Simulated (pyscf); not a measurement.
Homolytic dissociation enthalpies at 298 K of Ge–O, O–Si, O–Sn bonds in 8 gas-phase molecules, in kcal/mol. Structures and frequencies: ωB97X-D3(BJ)/def2-SVP in PySCF. Correlated levels are frozen-core, on RHF or UHF. ΔMP2 is the change of the MP2 total energy from the triple- to the quadruple-zeta basis. Both columns use the same structures and thermal terms. Rows were drawn at random from the closed-shell molecules with such a bond whose radicals are computed, keep their shape and have no isomer in the data more than 5 kcal/mol lower.

```csv
row,molecule,radicals,r²SCAN/def2-TZVP,CCSD(T)/def2-TZVPP + ΔMP2(QZVPP)
1,HO–GeH(Cl)–Cl,OH• + Cl–GeH•–Cl,99.2,105.9
2,HO–GeH₂–OH,OH• + HO–GeH₂•,100.7,107.2
3,HO–SnH(Cl)–Cl,OH• + Cl–SnH•–Cl,84.5,91.8
4,HO–Si(OH)(F)–F,OH• + HO–Si•(F)–F,133.0,?
5,HO–GeH₃,OH• + GeH₃•,96.7,101.9
6,HO–SiH(OH)–Cl,OH• + HO–SiH•–Cl,126.9,133.1
7,H₂N–SiH(NH₂)–OH,H₂N–SiH•–NH₂ + OH•,127.4,133.8
8,H₃C–SnH₂–OH,H₃C–SnH₂• + OH•,88.5,94.3
```

**Question.** Fit a line that carries the r²SCAN values to the last column and predict row 4.

**Answer.** In the 7 complete rows the last column lies 5.2 to 7.3 kcal/mol from r²SCAN (mean 6.3, median 6.4). Least squares gives y = 6.3 + 1.00·x with residuals of 0.6 kcal/mol (root mean square). For row 4: 6.3 + 1.00 × 133.0 = 139.3 kcal/mol, an extrapolation. The computed value is 139.6 kcal/mol, 0.3 over the line. The CCSD(T) − MP2 part came from Ansatz, without density fitting, on the same reference. The frozen core leaves the outer d or s,p core shells of the metals and heavy elements correlated in the MP2 and CC values, and def2-TZVPP describes them poorly, which can shift differences by a few kcal/mol. Left out: the spin-orbit lowering of OH. Elements up to Kr have no core potential and no relativistic terms here. Elements past Kr carry the def2 core potentials, without spin-orbit coupling.
